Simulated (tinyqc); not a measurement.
Inside a calculation (part 1 of 2). Method: UHF in the sto-6g basis, for BH, spin multiplicity 3. Computed by tinyqc, a small Python program that keeps every step (integrals from PySCF). Settings: charge = 0, multiplicity = 3, basis = sto-6g, energy threshold = 1e-09, iteration cap = 65, orthogonalisation = canonical, start = core, DIIS depth = 0, damping = 0.2, method = UHF. Command: `OMP_NUM_THREADS=1 python tinyqc.py 21298 21299 out.jsonl` (the two numbers bound the seeds that draw the settings). One thread of a shared host (Intel(R) Xeon(R) Processor @ 2.60GHz), about 0.2 s of CPU time with the checks. Later iterations appear only in the table of the cycle.

## One-electron integrals

Geometry (angstrom):
```
atom         x         y         z
B     0.000000  0.000000  0.000000
H     0.000000  0.000000  1.641000
```

Basis sto-6g: exponents (1/bohr^2) and contraction coefficients of normalised primitives:
```
element  l (shell)    exponent  coefficient
B            s (1)  506.011147     0.009164
B            s (1)   92.776814     0.049362
B            s (1)   25.955658     0.168538
B            s (1)    8.916445     0.370563
B            s (1)    3.462507     0.416492
B            s (1)    1.426054     0.130334
B            s (2)   23.194575    -0.013253
B            s (2)    4.590810    -0.046992
B            s (2)    1.426819    -0.033785
B            s (2)    0.548948     0.250242
B            s (2)    0.238410     0.595117
B            s (2)    0.109280     0.240706
B            p (3)   23.194575     0.003760
B            p (3)    4.590810     0.037679
B            p (3)    1.426819     0.173897
B            p (3)    0.548948     0.418036
B            p (3)    0.238410     0.425859
B            p (3)    0.109280     0.101708
H            s (1)   35.523221     0.009164
H            s (1)    6.513144     0.049361
H            s (1)    1.822143     0.168538
H            s (1)    0.625955     0.370563
H            s (1)    0.243077     0.416492
H            s (1)    0.100112     0.130334
```

Overlap, kinetic and nuclear-attraction integrals over the contracted functions; the nuclear repulsion is the sum of Za Zb / Rab.

nuclear repulsion = 1.61236201 hartree

overlap S, order 1B 1s, 1B 2s, 1B 2px, 1B 2py, 1B 2pz, 2H 1s:
$$\begin{pmatrix}
1.000000 & 0.264891 & 0.000000 & 0.000000 & 0.000000 & 0.024805 \\
0.264891 & 1.000000 & 0.000000 & 0.000000 & 0.000000 & 0.274762 \\
0.000000 & 0.000000 & 1.000000 & 0.000000 & 0.000000 & 0.000000 \\
0.000000 & 0.000000 & 0.000000 & 1.000000 & 0.000000 & 0.000000 \\
0.000000 & 0.000000 & 0.000000 & 0.000000 & 1.000000 & 0.321702 \\
0.024805 & 0.274762 & 0.000000 & 0.000000 & 0.321702 & 1.000000
\end{pmatrix}$$

kinetic energy T (hartree), order 1B 1s, 1B 2s, 1B 2px, 1B 2py, 1B 2pz, 2H 1s:
$$\begin{pmatrix}
10.947243 & -0.333880 & 0.000000 & 0.000000 & 0.000000 & -0.008221 \\
-0.333880 & 0.374498 & 0.000000 & 0.000000 & 0.000000 & 0.012375 \\
0.000000 & 0.000000 & 1.125026 & 0.000000 & 0.000000 & 0.000000 \\
0.000000 & 0.000000 & 0.000000 & 1.125026 & 0.000000 & 0.000000 \\
0.000000 & 0.000000 & 0.000000 & 0.000000 & 1.125026 & 0.071716 \\
-0.008221 & 0.012375 & 0.000000 & 0.000000 & 0.071716 & 0.768522
\end{pmatrix}$$

nuclear attraction V (hartree), order 1B 1s, 1B 2s, 1B 2px, 1B 2py, 1B 2pz, 2H 1s:
$$\begin{pmatrix}
-23.714193 & -2.829609 & 0.000000 & 0.000000 & -0.010273 & -0.290809 \\
-2.829609 & -4.070763 & 0.000000 & 0.000000 & -0.096765 & -0.882635 \\
0.000000 & 0.000000 & -4.050241 & 0.000000 & 0.000000 & 0.000000 \\
0.000000 & 0.000000 & 0.000000 & -4.050241 & 0.000000 & 0.000000 \\
-0.010273 & -0.096765 & 0.000000 & 0.000000 & -4.111291 & -0.980014 \\
-0.290809 & -0.882635 & 0.000000 & 0.000000 & -0.980014 & -2.848356
\end{pmatrix}$$

core Hamiltonian H = T + V (hartree), order 1B 1s, 1B 2s, 1B 2px, 1B 2py, 1B 2pz, 2H 1s:
$$\begin{pmatrix}
-12.766950 & -3.163489 & 0.000000 & 0.000000 & -0.010273 & -0.299030 \\
-3.163489 & -3.696265 & 0.000000 & 0.000000 & -0.096765 & -0.870260 \\
0.000000 & 0.000000 & -2.925215 & 0.000000 & 0.000000 & 0.000000 \\
0.000000 & 0.000000 & 0.000000 & -2.925215 & 0.000000 & 0.000000 \\
-0.010273 & -0.096765 & 0.000000 & 0.000000 & -2.986264 & -0.908298 \\
-0.299030 & -0.870260 & 0.000000 & 0.000000 & -0.908298 & -2.079834
\end{pmatrix}$$

## Two-electron integrals

Functions are numbered as in S; the eight-fold symmetry (ij|kl) = (ji|kl) = (kl|ij) leaves the list below.

Two-electron integrals (ij|kl) in chemists' order, unique and non-zero (hartree):
```
(11|11) 2.924993   (21|11) 0.480756   (21|21) 0.099484   (22|11) 0.743449
(22|21) 0.188967   (22|22) 0.544922   (31|31) 0.021096   (32|31) 0.030854
(32|32) 0.120443   (33|11) 0.743450   (33|21) 0.188967   (33|22) 0.544922
(33|33) 0.587109   (41|41) 0.021096   (42|41) 0.030854   (42|42) 0.120443
(43|43) 0.031641   (44|11) 0.743450   (44|21) 0.188967   (44|22) 0.544922
(44|33) 0.523827   (44|44) 0.587109   (51|51) 0.021096   (52|51) 0.030854
(52|52) 0.120443   (53|53) 0.031641   (54|54) 0.031641   (55|11) 0.743450
(55|21) 0.188967   (55|22) 0.544922   (55|33) 0.523827   (55|44) 0.523827
(55|55) 0.587109   (61|11) 0.046255   (61|21) 0.009293   (61|22) 0.017574
(61|33) 0.017480   (61|44) 0.017480   (61|51) 0.000734   (61|52) 0.001420
(61|55) 0.017761   (61|61) 0.000901   (62|11) 0.139767   (62|21) 0.036314
(62|22) 0.118943   (62|33) 0.115348   (62|44) 0.115348   (62|51) 0.004189
(62|52) 0.026871   (62|55) 0.126132   (62|61) 0.003627   (62|62) 0.040276
(63|31) 0.003340   (63|32) 0.016197   (63|53) 0.004714   (63|63) 0.003766
(64|41) 0.003340   (64|42) 0.016197   (64|54) 0.004714   (64|64) 0.003766
(65|11) 0.144388   (65|21) 0.037959   (65|22) 0.130400   (65|33) 0.123851
(65|44) 0.123851   (65|51) 0.006970   (65|52) 0.042381   (65|55) 0.143496
(65|61) 0.003943   (65|62) 0.051242   (65|65) 0.067667   (66|11) 0.321672
(66|21) 0.085128   (66|22) 0.315047   (66|33) 0.298794   (66|44) 0.298794
(66|51) 0.010011   (66|52) 0.088210   (66|55) 0.347552   (66|61) 0.008594
(66|62) 0.147625   (66|65) 0.202072   (66|66) 0.774999
```

## Orthogonalisation

S = U s U^T; canonical form X = U s^(-1/2), so that X^T S X = 1. Each column of U has its largest component positive (the first on a tie).

eigenvalues of S: [0.545364, 0.806337, 1.000000, 1.000000, 1.173829, 1.474470]

X, order 1B 1s, 1B 2s, 1B 2px, 1B 2py, 1B 2pz, 2H 1s:
$$\begin{pmatrix}
0.389331 & 0.728216 & 0.000000 & 0.000000 & 0.563284 & 0.282043 \\
-0.749141 & -0.499637 & 0.000000 & 0.000000 & 0.396977 & 0.456790 \\
0.000000 & 0.000000 & 0.992223 & -0.124475 & 0.000000 & 0.000000 \\
0.000000 & 0.000000 & 0.124475 & 0.992223 & 0.000000 & 0.000000 \\
-0.611527 & 0.581219 & 0.000000 & 0.000000 & -0.540211 & 0.350465 \\
0.864224 & -0.349891 & 0.000000 & 0.000000 & -0.291899 & 0.516893
\end{pmatrix}$$

Within a degenerate level the vectors are fixed only up to a rotation; this is one choice.

## Starting guess

The start is the orbitals of the core Hamiltonian; D(s) = C_occ C_occ^T for each spin.

D(alpha) at the start, order 1B 1s, 1B 2s, 1B 2px, 1B 2py, 1B 2pz, 2H 1s:
$$\begin{pmatrix}
1.077417 & -0.294043 & 0.000000 & 0.000000 & -0.010338 & 0.023414 \\
-0.294043 & 1.114446 & 0.000000 & 0.000000 & 0.044301 & -0.077132 \\
0.000000 & 0.000000 & 0.635963 & 0.481159 & 0.000000 & 0.000000 \\
0.000000 & 0.000000 & 0.481159 & 0.364037 & 0.000000 & 0.000000 \\
-0.010338 & 0.044301 & 0.000000 & 0.000000 & 1.050315 & -0.089633 \\
0.023414 & -0.077132 & 0.000000 & 0.000000 & -0.089633 & 0.012495
\end{pmatrix}$$

D(beta) at the start, order 1B 1s, 1B 2s, 1B 2px, 1B 2py, 1B 2pz, 2H 1s:
$$\begin{pmatrix}
1.064336 & -0.240168 & 0.000000 & 0.000000 & -0.112994 & 0.028341 \\
-0.240168 & 0.892541 & 0.000000 & 0.000000 & 0.467129 & -0.097426 \\
0.000000 & 0.000000 & 0.000000 & 0.000000 & 0.000000 & 0.000000 \\
0.000000 & 0.000000 & 0.000000 & 0.000000 & 0.000000 & 0.000000 \\
-0.112994 & 0.467129 & 0.000000 & 0.000000 & 0.244642 & -0.050963 \\
0.028341 & -0.097426 & 0.000000 & 0.000000 & -0.050963 & 0.010639
\end{pmatrix}$$

## Iteration 1: building the Fock matrix

J_ij = sum D_kl (ij|kl) with D = D(alpha) + D(beta), K_ij = sum D_kl (ik|jl) for each spin; F = H + J - K(s); E = tr D H + tr D J / 2 - 0.5 sum_s tr D(s) K(s) + E_nn.

Coulomb J (hartree), order 1B 1s, 1B 2s, 1B 2px, 1B 2py, 1B 2pz, 2H 1s:
$$\begin{pmatrix}
8.872076 & 1.715874 & 0.000000 & 0.000000 & 0.023241 & 0.164076 \\
1.715874 & 3.665529 & 0.000000 & 0.000000 & 0.096475 & 0.779719 \\
0.000000 & 0.000000 & 3.660073 & 0.030448 & 0.000000 & 0.000000 \\
0.000000 & 0.000000 & 0.030448 & 3.642865 & 0.000000 & 0.000000 \\
0.023241 & 0.096475 & 0.000000 & 0.000000 & 3.693643 & 0.849866 \\
0.164076 & 0.779719 & 0.000000 & 0.000000 & 0.849866 & 1.977362
\end{pmatrix}$$

exchange K(alpha) (hartree), order 1B 1s, 1B 2s, 1B 2px, 1B 2py, 1B 2pz, 2H 1s:
$$\begin{pmatrix}
3.023446 & 0.542846 & 0.000000 & 0.000000 & 0.000028 & 0.057067 \\
0.542846 & 0.829328 & 0.000000 & 0.000000 & 0.001596 & 0.158009 \\
0.000000 & 0.000000 & 0.553802 & 0.267269 & 0.000000 & 0.000000 \\
0.000000 & 0.000000 & 0.267269 & 0.402756 & 0.000000 & 0.000000 \\
0.000028 & 0.001596 & 0.000000 & 0.000000 & 0.756012 & 0.146605 \\
0.057067 & 0.158009 & 0.000000 & 0.000000 & 0.146605 & 0.074107
\end{pmatrix}$$

exchange K(beta) (hartree), order 1B 1s, 1B 2s, 1B 2px, 1B 2py, 1B 2pz, 2H 1s:
$$\begin{pmatrix}
2.976954 & 0.484177 & 0.000000 & 0.000000 & 0.015353 & 0.050714 \\
0.484177 & 0.507520 & 0.000000 & 0.000000 & 0.263802 & 0.144855 \\
0.000000 & 0.000000 & 0.119467 & 0.000000 & 0.000000 & 0.000000 \\
0.000000 & 0.000000 & 0.000000 & 0.119467 & 0.000000 & 0.000000 \\
0.015353 & 0.263802 & 0.000000 & 0.000000 & 0.236996 & 0.102243 \\
0.050714 & 0.144855 & 0.000000 & 0.000000 & 0.102243 & 0.058071
\end{pmatrix}$$

F(alpha) (hartree), order 1B 1s, 1B 2s, 1B 2px, 1B 2py, 1B 2pz, 2H 1s:
$$\begin{pmatrix}
-6.918320 & -1.990462 & 0.000000 & 0.000000 & 0.012940 & -0.192021 \\
-1.990462 & -0.860065 & 0.000000 & 0.000000 & -0.001886 & -0.248550 \\
0.000000 & 0.000000 & 0.181055 & -0.236820 & 0.000000 & 0.000000 \\
0.000000 & 0.000000 & -0.236820 & 0.314894 & 0.000000 & 0.000000 \\
0.012940 & -0.001886 & 0.000000 & 0.000000 & -0.048633 & -0.205037 \\
-0.192021 & -0.248550 & 0.000000 & 0.000000 & -0.205037 & -0.176579
\end{pmatrix}$$

F(beta) (hartree), order 1B 1s, 1B 2s, 1B 2px, 1B 2py, 1B 2pz, 2H 1s:
$$\begin{pmatrix}
-6.871827 & -1.931792 & 0.000000 & 0.000000 & -0.002385 & -0.185668 \\
-1.931792 & -0.538257 & 0.000000 & 0.000000 & -0.264092 & -0.235396 \\
0.000000 & 0.000000 & 0.615391 & 0.030448 & 0.000000 & 0.000000 \\
0.000000 & 0.000000 & 0.030448 & 0.598183 & 0.000000 & 0.000000 \\
-0.002385 & -0.264092 & 0.000000 & 0.000000 & 0.470383 & -0.160675 \\
-0.185668 & -0.235396 & 0.000000 & 0.000000 & -0.160675 & -0.160543
\end{pmatrix}$$

total energy of this density = -24.37052612 hartree

This density is the starting one.

## Iteration 1: diagonalisation and new density

Diagonalise F' = X^T F X, C = X C', fill 4 alpha and 2 beta electrons from the bottom; D(s) = C_occ C_occ^T; the new density keeps 0.2 of the old one (damping). Each column has its largest component positive (the first on a tie).

F' = X^T F X (alpha) (hartree):
$$\begin{pmatrix}
-0.118879 & -0.941608 & 0.000000 & 0.000000 & -0.860301 & -0.551313 \\
-0.941608 & -2.366700 & 0.000000 & 0.000000 & -2.614072 & -1.564857 \\
0.000000 & 0.000000 & 0.124631 & -0.212951 & 0.000000 & 0.000000 \\
0.000000 & 0.000000 & -0.212951 & 0.371318 & 0.000000 & 0.000000 \\
-0.860301 & -2.614072 & 0.000000 & 0.000000 & -3.201041 & -1.933186 \\
-0.551313 & -1.564857 & 0.000000 & 0.000000 & -1.933186 & -1.541524
\end{pmatrix}$$

orbital energies (alpha) (hartree): MO1 -6.922459, MO2 -0.367120, MO3 -0.170964, MO4 0.001881, MO5 0.232399, MO6 0.494068

coefficients C (alpha), order 1B 1s, 1B 2s, 1B 2px, 1B 2py, 1B 2pz, 2H 1s:
$$\begin{pmatrix}
0.992735 & -0.237816 & -0.163744 & 0.000000 & 0.099116 & 0.000000 \\
0.026556 & 0.781478 & 0.613329 & 0.000000 & -0.435329 & 0.000000 \\
0.000000 & 0.000000 & 0.000000 & 0.797473 & 0.000000 & -0.603355 \\
0.000000 & 0.000000 & 0.000000 & 0.603355 & 0.000000 & 0.797473 \\
-0.000906 & 0.133986 & -0.599948 & 0.000000 & -0.865185 & 0.000000 \\
-0.003249 & 0.438515 & -0.510990 & 0.000000 & 0.876512 & 0.000000
\end{pmatrix}$$

F' = X^T F X (beta) (hartree):
$$\begin{pmatrix}
-0.051974 & -0.970630 & 0.000000 & 0.000000 & -0.831073 & -0.617386 \\
-0.970630 & -2.004474 & 0.000000 & 0.000000 & -2.951616 & -1.540655 \\
0.000000 & 0.000000 & 0.622645 & 0.027380 & 0.000000 & 0.000000 \\
0.000000 & 0.000000 & 0.027380 & 0.590928 & 0.000000 & 0.000000 \\
-0.831073 & -2.951616 & 0.000000 & 0.000000 & -2.825867 & -1.933583 \\
-0.617386 & -1.540655 & 0.000000 & 0.000000 & -1.933583 & -1.450374
\end{pmatrix}$$

orbital energies (beta) (hartree): MO1 -6.873822, MO2 -0.273518, MO3 0.151985, MO4 0.575146, MO5 0.638428, MO6 0.662667

coefficients C (beta), order 1B 1s, 1B 2s, 1B 2px, 1B 2py, 1B 2pz, 2H 1s:
$$\begin{pmatrix}
0.995096 & -0.164246 & -0.237714 & 0.000000 & 0.000000 & 0.070815 \\
0.018228 & 0.521173 & 0.925738 & 0.000000 & 0.000000 & -0.219435 \\
0.000000 & 0.000000 & 0.000000 & -0.603355 & 0.797473 & 0.000000 \\
0.000000 & 0.000000 & 0.000000 & 0.797473 & 0.603355 & 0.000000 \\
0.001754 & 0.246828 & 0.222390 & 0.000000 & 0.000000 & 1.007993 \\
-0.002777 & 0.637965 & -0.825999 & 0.000000 & 0.000000 & -0.363880
\end{pmatrix}$$

D(alpha) after iteration 1, order 1B 1s, 1B 2s, 1B 2px, 1B 2py, 1B 2pz, 2H 1s:
$$\begin{pmatrix}
1.070596 & -0.266740 & 0.000000 & 0.000000 & 0.050312 & -0.014389 \\
-0.266740 & 1.012958 & 0.000000 & 0.000000 & -0.201765 & 0.007933 \\
0.000000 & 0.000000 & 0.635963 & 0.481159 & 0.000000 & 0.000000 \\
0.000000 & 0.000000 & 0.481159 & 0.364037 & 0.000000 & 0.000000 \\
0.050312 & -0.201765 & 0.000000 & 0.000000 & 0.512375 & 0.274333 \\
-0.014389 & 0.007933 & 0.000000 & 0.000000 & 0.274333 & 0.365232
\end{pmatrix}$$

D(beta) after iteration 1, order 1B 1s, 1B 2s, 1B 2px, 1B 2py, 1B 2pz, 2H 1s:
$$\begin{pmatrix}
1.026621 & -0.102003 & 0.000000 & 0.000000 & -0.053635 & -0.080369 \\
-0.102003 & 0.396071 & 0.000000 & 0.000000 & 0.196363 & 0.246466 \\
0.000000 & 0.000000 & 0.000000 & 0.000000 & 0.000000 & 0.000000 \\
0.000000 & 0.000000 & 0.000000 & 0.000000 & 0.000000 & 0.000000 \\
-0.053635 & 0.196363 & 0.000000 & 0.000000 & 0.097670 & 0.115778 \\
-0.080369 & 0.246466 & 0.000000 & 0.000000 & 0.115778 & 0.327733
\end{pmatrix}$$

## Iteration 2: building the Fock matrix

As before.

Coulomb J (hartree), order 1B 1s, 1B 2s, 1B 2px, 1B 2py, 1B 2pz, 2H 1s:
$$\begin{pmatrix}
8.422234 & 1.610709 & 0.000000 & 0.000000 & 0.013894 & 0.153917 \\
1.610709 & 3.442220 & 0.000000 & 0.000000 & 0.106089 & 0.787994 \\
0.000000 & 0.000000 & 3.430318 & 0.030448 & 0.000000 & 0.000000 \\
0.000000 & 0.000000 & 0.030448 & 3.413110 & 0.000000 & 0.000000 \\
0.013894 & 0.106089 & 0.000000 & 0.000000 & 3.483226 & 0.887590 \\
0.153917 & 0.787994 & 0.000000 & 0.000000 & 0.887590 & 2.333735
\end{pmatrix}$$

exchange K(alpha) (hartree), order 1B 1s, 1B 2s, 1B 2px, 1B 2py, 1B 2pz, 2H 1s:
$$\begin{pmatrix}
3.007239 & 0.529076 & 0.000000 & 0.000000 & 0.000562 & 0.055283 \\
0.529076 & 0.770131 & 0.000000 & 0.000000 & -0.057603 & 0.217936 \\
0.000000 & 0.000000 & 0.533361 & 0.267269 & 0.000000 & 0.000000 \\
0.000000 & 0.000000 & 0.267269 & 0.382315 & 0.000000 & 0.000000 \\
0.000562 & -0.057603 & 0.000000 & 0.000000 & 0.564507 & 0.260607 \\
0.055283 & 0.217936 & 0.000000 & 0.000000 & 0.260607 & 0.454002
\end{pmatrix}$$

exchange K(beta) (hartree), order 1B 1s, 1B 2s, 1B 2px, 1B 2py, 1B 2pz, 2H 1s:
$$\begin{pmatrix}
2.943857 & 0.488570 & 0.000000 & 0.000000 & 0.004356 & 0.048220 \\
0.488570 & 0.363390 & 0.000000 & 0.000000 & 0.190541 & 0.229032 \\
0.000000 & 0.000000 & 0.075930 & 0.000000 & 0.000000 & 0.000000 \\
0.000000 & 0.000000 & 0.000000 & 0.075930 & 0.000000 & 0.000000 \\
0.004356 & 0.190541 & 0.000000 & 0.000000 & 0.195585 & 0.204150 \\
0.048220 & 0.229032 & 0.000000 & 0.000000 & 0.204150 & 0.414618
\end{pmatrix}$$

F(alpha) (hartree), order 1B 1s, 1B 2s, 1B 2px, 1B 2py, 1B 2pz, 2H 1s:
$$\begin{pmatrix}
-7.351955 & -2.081856 & 0.000000 & 0.000000 & 0.003058 & -0.200396 \\
-2.081856 & -1.024177 & 0.000000 & 0.000000 & 0.066927 & -0.300202 \\
0.000000 & 0.000000 & -0.028259 & -0.236820 & 0.000000 & 0.000000 \\
0.000000 & 0.000000 & -0.236820 & 0.105580 & 0.000000 & 0.000000 \\
0.003058 & 0.066927 & 0.000000 & 0.000000 & -0.067545 & -0.281316 \\
-0.200396 & -0.300202 & 0.000000 & 0.000000 & -0.281316 & -0.200100
\end{pmatrix}$$

F(beta) (hartree), order 1B 1s, 1B 2s, 1B 2px, 1B 2py, 1B 2pz, 2H 1s:
$$\begin{pmatrix}
-7.288572 & -2.041351 & 0.000000 & 0.000000 & -0.000735 & -0.193334 \\
-2.041351 & -0.617435 & 0.000000 & 0.000000 & -0.181217 & -0.311298 \\
0.000000 & 0.000000 & 0.429172 & 0.030448 & 0.000000 & 0.000000 \\
0.000000 & 0.000000 & 0.030448 & 0.411965 & 0.000000 & 0.000000 \\
-0.000735 & -0.181217 & 0.000000 & 0.000000 & 0.301378 & -0.224858 \\
-0.193334 & -0.311298 & 0.000000 & 0.000000 & -0.224858 & -0.160717
\end{pmatrix}$$

total energy of this density = -24.78989410 hartree

This density is a damped mixture and is not idempotent.

## Iteration 2: diagonalisation and new density

As before.

F' = X^T F X (alpha) (hartree):
$$\begin{pmatrix}
-0.038411 & -1.101280 & 0.000000 & 0.000000 & -0.875986 & -0.586209 \\
-1.101280 & -2.611484 & 0.000000 & 0.000000 & -2.719860 & -1.625801 \\
0.000000 & 0.000000 & -0.084683 & -0.212951 & 0.000000 & 0.000000 \\
0.000000 & 0.000000 & -0.212951 & 0.162004 & 0.000000 & 0.000000 \\
-0.875986 & -2.719860 & 0.000000 & 0.000000 & -3.445720 & -2.042666 \\
-0.586209 & -1.625801 & 0.000000 & 0.000000 & -2.042666 & -1.676810
\end{pmatrix}$$

orbital energies (alpha) (hartree): MO1 -7.354826, MO2 -0.508406, MO3 -0.289458, MO4 -0.207433, MO5 0.284754, MO6 0.380265

coefficients C (alpha), order 1B 1s, 1B 2s, 1B 2px, 1B 2py, 1B 2pz, 2H 1s:
$$\begin{pmatrix}
0.994104 & -0.268623 & 0.085806 & 0.000000 & 0.000000 & 0.104653 \\
0.021738 & 0.915988 & -0.359713 & 0.000000 & 0.000000 & -0.456286 \\
0.000000 & 0.000000 & 0.000000 & 0.797473 & -0.603355 & 0.000000 \\
0.000000 & 0.000000 & 0.000000 & 0.603355 & 0.797473 & 0.000000 \\
0.000180 & -0.059594 & 0.621661 & 0.000000 & 0.000000 & -0.858150 \\
-0.002784 & 0.290506 & 0.606507 & 0.000000 & 0.000000 & 0.877176
\end{pmatrix}$$

F' = X^T F X (beta) (hartree):
$$\begin{pmatrix}
0.077108 & -1.025217 & 0.000000 & 0.000000 & -0.939896 & -0.644349 \\
-1.025217 & -2.265892 & 0.000000 & 0.000000 & -3.011896 & -1.637203 \\
0.000000 & 0.000000 & 0.436427 & 0.027380 & 0.000000 & 0.000000 \\
0.000000 & 0.000000 & 0.027380 & 0.404710 & 0.000000 & 0.000000 \\
-0.939896 & -3.011896 & 0.000000 & 0.000000 & -3.105585 & -2.013996 \\
-0.644349 & -1.637203 & 0.000000 & 0.000000 & -2.013996 & -1.583552
\end{pmatrix}$$

orbital energies (beta) (hartree): MO1 -7.290438, MO2 -0.346089, MO3 0.221058, MO4 0.388928, MO5 0.452209, MO6 0.537548

coefficients C (beta), order 1B 1s, 1B 2s, 1B 2px, 1B 2py, 1B 2pz, 2H 1s:
$$\begin{pmatrix}
0.995395 & -0.167506 & -0.243160 & 0.000000 & 0.000000 & -0.026793 \\
0.017154 & 0.537735 & 0.928590 & 0.000000 & 0.000000 & 0.159266 \\
0.000000 & 0.000000 & 0.000000 & -0.603355 & 0.797473 & 0.000000 \\
0.000000 & 0.000000 & 0.000000 & 0.797473 & 0.603355 & 0.000000 \\
0.001260 & 0.258795 & -0.200954 & 0.000000 & 0.000000 & 1.009493 \\
-0.002701 & 0.618721 & -0.622482 & 0.000000 & 0.000000 & -0.671851
\end{pmatrix}$$

D(alpha) after iteration 2, order 1B 1s, 1B 2s, 1B 2px, 1B 2py, 1B 2pz, 2H 1s:
$$\begin{pmatrix}
1.068329 & -0.257596 & 0.000000 & 0.000000 & 0.065686 & -0.025888 \\
-0.257596 & 0.977711 & 0.000000 & 0.000000 & -0.262916 & 0.039884 \\
0.000000 & 0.000000 & 0.635963 & 0.481159 & 0.000000 & 0.000000 \\
0.000000 & 0.000000 & 0.481159 & 0.364037 & 0.000000 & 0.000000 \\
0.065686 & -0.262916 & 0.000000 & 0.000000 & 0.414486 & 0.342650 \\
-0.025888 & 0.039884 & 0.000000 & 0.000000 & 0.342650 & 0.434848
\end{pmatrix}$$

D(beta) after iteration 2, order 1B 1s, 1B 2s, 1B 2px, 1B 2py, 1B 2pz, 2H 1s:
$$\begin{pmatrix}
1.020420 & -0.078800 & 0.000000 & 0.000000 & -0.044403 & -0.101136 \\
-0.078800 & 0.310776 & 0.000000 & 0.000000 & 0.150620 & 0.315422 \\
0.000000 & 0.000000 & 0.000000 & 0.000000 & 0.000000 & 0.000000 \\
0.000000 & 0.000000 & 0.000000 & 0.000000 & 0.000000 & 0.000000 \\
-0.044403 & 0.150620 & 0.000000 & 0.000000 & 0.073115 & 0.151250 \\
-0.101136 & 0.315422 & 0.000000 & 0.000000 & 0.151250 & 0.371805
\end{pmatrix}$$
